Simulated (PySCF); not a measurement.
Continuum solvent and chemical shifts

Numbering as in the mapped SMILES `[CH2:1]=[C:2]1[CH:3]=[CH:4]1` (H(Xn): hydrogen on atom n).

GIAO PBE0/pcSseg-1 in PySCF on one PBE0-D3(BJ)/def2-SVP conformer, non-relativistic, equivalent nuclei averaged. Solvents enter as an IEF-PCM continuum (cyclohexane with ε = 2.0, methanol with ε = 32.6) around the gas-phase geometry. Shifts are referred to TMS computed in the same medium.

Gas phase, δ in ppm: C3/C4 142.4, C2 123.3, C1 65.1, H(C3)/H(C4) 8.14, H(C1) 3.97. Dipole moment 2.09 D.

**Question.** How does each δ change in the continuum?

**Answer.** 
```json
{"atoms": "C3/C4", "environment": "alkene CH", "Δδ, cyclohexane": "+0.6", "Δδ, methanol": "+1.6"}
{"atoms": "C2", "environment": "fully substituted alkene carbon", "Δδ, cyclohexane": "+2.0", "Δδ, methanol": "+4.9"}
{"atoms": "C1", "environment": "terminal =CH2 carbon", "Δδ, cyclohexane": "-1.8", "Δδ, methanol": "-4.6"}
{"atoms": "H(C3)/H(C4)", "environment": "hydrogen on an alkene CH", "Δδ, cyclohexane": "+0.13", "Δδ, methanol": "+0.34"}
{"atoms": "H(C1)", "environment": "hydrogen on a terminal =CH2 carbon", "Δδ, cyclohexane": "-0.06", "Δδ, methanol": "-0.15"}
```

Changes are relative to the gas phase. The dipole moment becomes 2.39 D in cyclohexane, 2.86 D in methanol.

**Question.** Which nuclei move most (in ppm), and what does the model miss?

**Answer.** C2 (fully substituted alkene carbon, +4.9 ppm) in methanol. A continuum only polarises the solute; specific hydrogen bonds, the anisotropy of aromatic solvents and changes of geometry or conformer are outside it.
